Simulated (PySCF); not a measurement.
PySCF input (PBE0/6-311++G(2d,2p)):

```python
import numpy as np, basis_set_exchange as bse
from pyscf import gto, scf, dft, df

basis = {'C': gto.basis.parse(bse.get_basis('6-311++G(2d,2p)', elements=['C'], fmt='nwchem')), 'F': gto.basis.parse(bse.get_basis('6-311++G(2d,2p)', elements=['F'], fmt='nwchem')), 'H': gto.basis.parse(bse.get_basis('6-311++G(2d,2p)', elements=['H'], fmt='nwchem'))}
mol = gto.M(
    atom='''
    C     0.00476229    0.43392420   -0.00203639
    C     1.18383408   -0.15360148    0.00493325
    F    -1.14596015   -0.26718838   -0.00280751
    H    -0.17580160    1.50100015   -0.00772733
    H     1.28003303   -1.23028006    0.01036986
    H     2.07783169    0.45203897    0.00524394
    ''',
    basis=basis,
    charge=0,
    verbose=4,
    max_memory=8640,
)
mf = dft.RKS(mol, xc='pbe0')
mf.grids.level = 3
mf = mf.density_fit(auxbasis=df.autoaux(mol))
mf.conv_tol = 1e-9
mf.max_cycle = 100
scf.hf.overlap_zero_eigenvalue_threshold = 1e-9
print('smallest overlap eigenvalue', np.linalg.eigvalsh(mol.intor('int1e_ovlp'))[0])
mf.kernel()
dip = mf.dip_moment()
```

Output:

```
PySCF version 2.14.0

[INPUT] verbose = 4
[INPUT] num. atoms = 6
[INPUT] num. electrons = 24
[INPUT] charge = 0
[INPUT] spin (= nelec alpha-beta = 2S) = 0
[INPUT] symmetry False subgroup None
[INPUT] Mole.unit = angstrom
[INPUT] Symbol           X                Y                Z      unit          X                Y                Z       unit  Magmom
[INPUT]  1 C      0.004762290000   0.433924200000  -0.002036390000 AA    0.008999423826   0.819997896821  -0.003848219383 Bohr   0.0
[INPUT]  2 C      1.183834080000  -0.153601480000   0.004933250000 AA    2.237122188126  -0.290264729528   0.009322491404 Bohr   0.0
[INPUT]  3 F     -1.145960150000  -0.267188380000  -0.002807510000 AA   -2.165550833165  -0.504912861866  -0.005305424992 Bohr   0.0
[INPUT]  4 H     -0.175801600000   1.501000150000  -0.007727330000 AA   -0.332216876260   2.836479196431  -0.014602537374 Bohr   0.0
[INPUT]  5 H      1.280033030000  -1.230280060000   0.010369860000 AA    2.418911857097  -2.324892369913   0.019596195350 Bohr   0.0
[INPUT]  6 H      2.077831690000   0.452038970000   0.005243940000 AA    3.926532827042   0.854229850930   0.009909610414 Bohr   0.0

nuclear repulsion = 67.55382768604
number of shells = 51
number of NR pGTOs = 156
number of NR cGTOs = 111
basis = {'C': [[0, [4563.24, 0.00196665], [682.024, 0.0152306], [154.973, 0.0761269], [44.4553, 0.260801], [13.029, 0.616462], [1.82773, 0.221006]], [0, [20.9642, 0.11466], [4.80331, 0.919999], [1.45933, -0.00303068]], [0, [0.483456, 1.0]], [0, [0.145585, 1.0]], [0, [0.0438, 1.0]], [1, [20.9642, 0.0402487], [4.80331, 0.237594], [1.45933, 0.815854]], [1, [0.483456, 1.0]], [1, [0.145585, 1.0]], [1, [0.0438, 1.0]], [2, [1.252, 1.0]], [2, [0.313, 1.0]]], 'F': [[0, [11427.1, 0.00180093], [1722.35, 0.0137419], [395.746, 0.0681334], [115.139, 0.233325], [33.6026, 0.589086], [4.91901, 0.299505]], [0, [55.4441, 0.114536], [12.6323, 0.920512], [3.71756, -0.00337804]], [0, [1.16545, 1.0]], [0, [0.321892, 1.0]], [0, [0.1076, 1.0]], [1, [55.4441, 0.0354609], [12.6323, 0.237451], [3.71756, 0.820458]], [1, [1.16545, 1.0]], [1, [0.321892, 1.0]], [1, [0.1076, 1.0]], [2, [3.5, 1.0]], [2, [0.875, 1.0]]], 'H': [[0, [33.865, 0.0254938], [5.09479, 0.190373], [1.15879, 0.852161]], [0, [0.32584, 1.0]], [0, [0.102741, 1.0]], [0, [0.036, 1.0]], [1, [1.5, 1.0]], [1, [0.375, 1.0]]]}
ecp = {}
ETB for H: l = 0, exps = 0.072 * 1.8^n , n = 0..12
ETB for H: l = 1, exps = 0.411 * 2^n , n = 0..3
ETB for H: l = 2, exps = 0.75 * 2.2^n , n = 0..2
ETB for C: l = 0, exps = 0.0876 * 1.8^n , n = 0..15
ETB for C: l = 1, exps = 0.0876 * 1.8^n , n = 0..13
ETB for C: l = 2, exps = 0.0876 * 1.8^n , n = 0..12
ETB for C: l = 3, exps = 0.3568 * 2.2^n , n = 0..3
ETB for F: l = 0, exps = 0.2152 * 1.8^n , n = 0..15
ETB for F: l = 1, exps = 0.2152 * 1.8^n , n = 0..12
ETB for F: l = 2, exps = 0.2152 * 1.8^n , n = 0..11
ETB for F: l = 3, exps = 0.9826 * 2.2^n , n = 0..3
smallest overlap eigenvalue 0.00010831988397918547

******** <class 'pyscf.df.df_jk.DFRKS'> ********
method = DFRKS
initial guess = minao
damping factor = 0
level_shift factor = 0
DIIS = <class 'pyscf.scf.diis.CDIIS'>
diis_start_cycle = 1
diis_space = 8
diis_damp = 0
SCF conv_tol = 1e-09
SCF conv_tol_grad = None
SCF max_cycles = 100
direct_scf = False
XC library pyscf.dft.libxc version 7.1.2
    S. Lehtola, C. Steigemann, M. J. T. Oliveira, and M. A. L. Marques,  SoftwareX 7, 1–5 (2018)
XC functionals = pbe0
    C. Adamo and V. Barone,  J. Chem. Phys. 110, 6158 (1999)
    M. Ernzerhof and G. E. Scuseria,  J. Chem. Phys. 110, 5029 (1999)
radial grids:
    Treutler-Ahlrichs [JCP 102, 346 (1995); DOI:10.1063/1.469408] (M4) radial grids

becke partition: Becke, JCP 88, 2547 (1988); DOI:10.1063/1.454033
pruning grids: <function nwchem_prune>
grids dens level: 3
symmetrized grids: False
atomic radii adjust function: <function treutler_atomic_radii_adjust>
small_rho_cutoff = 0
Set gradient conv threshold to 3.16228e-05
Initial guess from minao.
tot grids = 71928
******** <class 'pyscf.df.df.DF'> ********
auxbasis = {'H': [[0, [np.float64(83.2918594626847), 1]], [0, [np.float64(46.27325525704705), 1]], [0, [np.float64(25.707364031692805), 1]], [0, [np.float64(14.281868906496003), 1]], [0, [np.float64(7.934371614720002), 1]], [0, [np.float64(4.4079842304), 1]], [0, [np.float64(2.448880128), 1]], [0, [np.float64(1.36048896), 1]], [0, [np.float64(0.7558271999999999), 1]], [0, [np.float64(0.419904), 1]], [0, [np.float64(0.23328), 1]], [0, [np.float64(0.1296), 1]], [0, [np.float64(0.072), 1]], [1, [np.float64(3.288), 1]], [1, [np.float64(1.644), 1]], [1, [np.float64(0.822), 1]], [1, [np.float64(0.411), 1]], [2, [np.float64(3.630000000000001), 1]], [2, [np.float64(1.6500000000000001), 1]], [2, [np.float64(0.75), 1]]], 'C': [[0, [np.float64(591.0057180034255), 1]], [0, [np.float64(328.3365100019031), 1]], [0, [np.float64(182.40917222327948), 1]], [0, [np.float64(101.33842901293305), 1]], [0, [np.float64(56.29912722940724), 1]], [0, [np.float64(31.277292905226247), 1]], [0, [np.float64(17.376273836236802), 1]], [0, [np.float64(9.653485464576002), 1]], [0, [np.float64(5.363047480320001), 1]], [0, [np.float64(2.9794708224), 1]], [0, [np.float64(1.6552615680000002), 1]], [0, [np.float64(0.91958976), 1]], [0, [np.float64(0.5108832000000001), 1]], [0, [np.float64(0.283824), 1]], [0, [np.float64(0.15768), 1]], [0, [np.float64(0.0876), 1]], [1, [np.float64(182.40917222327948), 1]], [1, [np.float64(101.33842901293305), 1]], [1, [np.float64(56.29912722940724), 1]], [1, [np.float64(31.277292905226247), 1]], [1, [np.float64(17.376273836236802), 1]], [1, [np.float64(9.653485464576002), 1]], [1, [np.float64(5.363047480320001), 1]], [1, [np.float64(2.9794708224), 1]], [1, [np.float64(1.6552615680000002), 1]], [1, [np.float64(0.91958976), 1]], [1, [np.float64(0.5108832000000001), 1]], [1, [np.float64(0.283824), 1]], [1, [np.float64(0.15768), 1]], [1, [np.float64(0.0876), 1]], [2, [np.float64(101.33842901293305), 1]], [2, [np.float64(56.29912722940724), 1]], [2, [np.float64(31.277292905226247), 1]], [2, [np.float64(17.376273836236802), 1]], [2, [np.float64(9.653485464576002), 1]], [2, [np.float64(5.363047480320001), 1]], [2, [np.float64(2.9794708224), 1]], [2, [np.float64(1.6552615680000002), 1]], [2, [np.float64(0.91958976), 1]], [2, [np.float64(0.5108832000000001), 1]], [2, [np.float64(0.283824), 1]], [2, [np.float64(0.15768), 1]], [2, [np.float64(0.0876), 1]], [3, [np.float64(3.7992064000000014), 1]], [3, [np.float64(1.7269120000000002), 1]], [3, [np.float64(0.7849600000000001), 1]], [3, [np.float64(0.3568), 1]]], 'F': [[0, [np.float64(1451.8770606659496), 1]], [0, [np.float64(806.5983670366387), 1]], [0, [np.float64(448.1102039092437), 1]], [0, [np.float64(248.95011328291318), 1]], [0, [np.float64(138.3056184905073), 1]], [0, [np.float64(76.83645471694851), 1]], [0, [np.float64(42.68691928719361), 1]], [0, [np.float64(23.714955159552005), 1]], [0, [np.float64(13.174975088640002), 1]], [0, [np.float64(7.319430604800001), 1]], [0, [np.float64(4.066350336), 1]], [0, [np.float64(2.25908352), 1]], [0, [np.float64(1.2550464000000001), 1]], [0, [np.float64(0.6972480000000001), 1]], [0, [np.float64(0.38736000000000004), 1]], [0, [np.float64(0.2152), 1]], [1, [np.float64(248.95011328291318), 1]], [1, [np.float64(138.3056184905073), 1]], [1, [np.float64(76.83645471694851), 1]], [1, [np.float64(42.68691928719361), 1]], [1, [np.float64(23.714955159552005), 1]], [1, [np.float64(13.174975088640002), 1]], [1, [np.float64(7.319430604800001), 1]], [1, [np.float64(4.066350336), 1]], [1, [np.float64(2.25908352), 1]], [1, [np.float64(1.2550464000000001), 1]], [1, [np.float64(0.6972480000000001), 1]], [1, [np.float64(0.38736000000000004), 1]], [1, [np.float64(0.2152), 1]], [2, [np.float64(138.3056184905073), 1]], [2, [np.float64(76.83645471694851), 1]], [2, [np.float64(42.68691928719361), 1]], [2, [np.float64(23.714955159552005), 1]], [2, [np.float64(13.174975088640002), 1]], [2, [np.float64(7.319430604800001), 1]], [2, [np.float64(4.066350336), 1]], [2, [np.float64(2.25908352), 1]], [2, [np.float64(1.2550464000000001), 1]], [2, [np.float64(0.6972480000000001), 1]], [2, [np.float64(0.38736000000000004), 1]], [2, [np.float64(0.2152), 1]], [3, [np.float64(10.462724800000004), 1]], [3, [np.float64(4.755784000000001), 1]], [3, [np.float64(2.1617200000000003), 1]], [3, [np.float64(0.9826), 1]]]}
init E= -177.909888825966
  HOMO = -0.304606981505064  LUMO = -0.049532610602121  gap/eV = 6.94093
cycle= 1 E= -177.652619667551  delta_E= 0.257  |g|= 0.451  |ddm|= 1.71
  HOMO = -0.250471736435273  LUMO = 0.00718632747781174  gap/eV = 7.01123
cycle= 2 E= -177.62278596948  delta_E= 0.0298  |g|= 0.621  |ddm|= 0.687
  HOMO = -0.279754551252722  LUMO = 0.00704900210726892  gap/eV = 7.80432
cycle= 3 E= -177.689104992513  delta_E= -0.0663  |g|= 0.0571  |ddm|= 0.419
  HOMO = -0.2904754986148  LUMO = -0.000814020105790514  gap/eV = 7.88209
cycle= 4 E= -177.689788594198  delta_E= -0.000684  |g|= 0.0191  |ddm|= 0.0475
  HOMO = -0.287092835126312  LUMO = 0.00212471820482989  gap/eV = 7.87001
cycle= 5 E= -177.689874908756  delta_E= -8.63e-05  |g|= 0.00448  |ddm|= 0.0139
  HOMO = -0.287238660205034  LUMO = 0.00201828266001847  gap/eV = 7.87108
cycle= 6 E= -177.689877018401  delta_E= -2.11e-06  |g|= 0.00266  |ddm|= 0.00388
  HOMO = -0.28736815930564  LUMO = 0.00192896883544222  gap/eV = 7.87218
cycle= 7 E= -177.689878596873  delta_E= -1.58e-06  |g|= 0.000122  |ddm|= 0.00152
  HOMO = -0.287355741207605  LUMO = 0.00193624993591594  gap/eV = 7.87204
cycle= 8 E= -177.689878601048  delta_E= -4.18e-09  |g|= 4.09e-05  |ddm|= 0.000137
  HOMO = -0.287356396015667  LUMO = 0.00193558559991208  gap/eV = 7.87204
cycle= 9 E= -177.689878601484  delta_E= -4.36e-10  |g|= 6.99e-06  |ddm|= 4.24e-05
  HOMO = -0.287356978275884  LUMO = 0.001935121364335  gap/eV = 7.87204
Extra cycle  E= -177.689878601472  delta_E= 1.16e-11  |g|= 9.52e-06  |ddm|= 1.14e-05
converged SCF energy = -177.689878601472
Dipole moment(X, Y, Z, Debye):  1.21875,  0.80081,  0.00054
```
